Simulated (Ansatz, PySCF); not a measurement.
Molecule: hydrogen sulfide, H₂S, net charge 0, singlet state. SMILES: S
Structure (B3LYP-D3(BJ)/def2-TZVP (Ansatz, a program for electronic structure) minimum search):
```xyz
3

S      0.0018     0.0003     0.1031
H     -0.0075     0.9678    -0.8277
H     -0.0219    -0.9726    -0.8218
```
Charge 0, spin multiplicity 1.

Wanted: vertical ionisation energy (to the doublet state of charge +1; each state is the SCF solution reached for its spin), in eV. Valence correlation only, unless marked. UHF or UKS for open shells. Spin-orbit coupling is left out. No relativistic terms. CBS marks a two-point X^-3 extrapolation of the correlation energy; Hartree-Fock from the larger set.

| level | program | vertical ionisation energy (eV) |
|---|---|---|
| PBE/def2-TZVPD | Ansatz | 10.38 |
| r2SCAN/def2-TZVPD | Ansatz | 10.33 |
| PBE0/def2-TZVPD | Ansatz | 10.35 |
| M06-2X/def2-TZVPD | PySCF | 10.44 |

Q: What does CCSD(T)/CBS(aug-cc-pV(T+d)Z,aug-cc-pV(Q+d)Z) (Ansatz) give?

A: 10.49 eV, so M06-2X/def2-TZVPD differs from it by -0.05 eV.
